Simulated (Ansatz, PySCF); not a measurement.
This Ansatz (a program for electronic structure) input computes a CCSD(T)/cc-pVDZ energy:

Ansatz 0.2 input:
```yaml
crystal:
  periodic: [false, false, false]
  atoms:
    - {symbol: N, position_ang: [-0.00000000, -0.00000000, -1.19434265]}
    - {symbol: N, position_ang: [-0.00000000, -0.00000000, -0.07337328]}
    - {symbol: O, position_ang: [0.00000000, 0.00000000, 1.10925144]}
basis:
  gaussian:
    orbitals: cc-pVDZ
magnetization: {spin_polarized: false}
correlation: {method: ccsd_t, electrons: outside_noble_gas}
```

Problem. Write an input for the same energy in PySCF and say what it gives.

Solution. 
```python
from pyscf import gto, scf, mp, cc as ccmod

mol = gto.M(
    atom='''
    N    -0.00000000   -0.00000000   -1.19434265
    N    -0.00000000   -0.00000000   -0.07337328
    O     0.00000000    0.00000000    1.10925144
    ''',
    basis='cc-pvdz',
    charge=0,
    spin=0,
    verbose=4,
)

mf = scf.RHF(mol)
mf.conv_tol = 1e-10
mf.max_cycle = 100
mf.kernel()
mp2 = mp.MP2(mf, frozen=3).run()
cc = ccmod.CCSD(mf, frozen=3)
cc.max_cycle = 100
cc.kernel()
et = cc.ccsd_t()
print(f'E(CCSD(T)) = {cc.e_tot + et:.9f}')
```
It gives -184.23209 Eh, and Ansatz -184.23209 Eh, a difference of 0.00 mEh.
